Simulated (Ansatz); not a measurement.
A nudged elastic band was laid between two geometries of AlH$_{3}$O$_{2}$ (6 atoms, charge 0, multiplicity 1).

Level of theory: Ansatz, RKS PBE-D4/def2-SVP.

```
movable images  : 9
climbing image  : yes
spring          : 5.0 eV/Å²
optimiser       : quadratic models (default)
start path      : through a guess of the saddle point
force threshold : 0.03 eV/Å
iteration limit : 60
end points      : relaxed
```

First end point:

```xyz
6
Properties=species:S:1:pos:R:3
O -1.293 -0.311 -0.777
Al 0.267 0.304 -0.415
O 1.122 0.064 1.052
H -1.860 -0.847 -0.203
H 0.977 1.165 -1.530
H 0.829 -0.439 1.826
```

Last end point:

```xyz
6
Properties=species:S:1:pos:R:3
O -1.010 -0.575 -0.065
Al -0.717 1.099 -0.652
O 1.098 0.512 0.411
H -1.840 -1.079 -0.110
H 1.888 0.345 -0.142
H 0.623 -0.366 0.511
```

(1) What changes between the two ends?

(2) Give the energies along the band, and the barrier.

(3) What is the geometry of the highest image?

The band took 24 iterations and of the order of 5 core-minutes.

Results:

(1) Bonds broken: Al2–H5. Bonds formed: O3–H5.

(2) The forces met the threshold. The highest image is number 6 of 0 to 10, 248.6 kJ/mol above the first end and 121.9 kJ/mol above the last; the last end lies 126.8 kJ/mol above the first. The profile has 2 maxima (images 1, 6) with wells between them (image 2): this band takes more than one step, which may be the mechanism or a detour left from its start path. A vibrational analysis at the climbing image gives one clearly imaginary mode, 1241i cm⁻¹: a first-order saddle point. The orbitals stay closed-shell, which can raise the energy where a bond breaks towards radicals; this wasn't checked here.

| image | path coordinate (Å) | energy (kJ/mol) | Al2–H5 (Å) | O3–H5 (Å) |
| --- | --- | --- | --- | --- |
| 0 | 0.00 | 0.0 | 1.58 | 2.81 |
| 1 | 0.56 | 7.8 | 1.58 | 2.79 |
| 2 | 1.12 | 1.0 | 1.59 | 2.83 |
| 3 | 1.67 | 7.5 | 1.58 | 2.72 |
| 4 | 2.23 | 44.8 | 1.58 | 2.52 |
| 5 | 2.79 | 153.0 | 1.60 | 1.97 |
| 6 | 3.35 | 248.6 | 1.73 | 1.39 |
| 7 | 3.90 | 165.0 | 2.18 | 1.00 |
| 8 | 4.45 | 142.6 | 2.58 | 0.98 |
| 9 | 5.01 | 132.9 | 2.72 | 0.98 |
| 10 | 5.56 | 126.8 | 2.76 | 0.98 |

(3) 
```xyz
6
Properties=species:S:1:pos:R:3
O -1.475 -0.669 -0.292
Al -0.228 0.507 -0.517
O 1.039 0.416 0.839
H -2.205 -0.820 -0.914
H 1.456 0.890 -0.395
H 1.456 -0.387 1.233
```

Time of the run: 4.8 min on 1 CPU thread of a shared host.
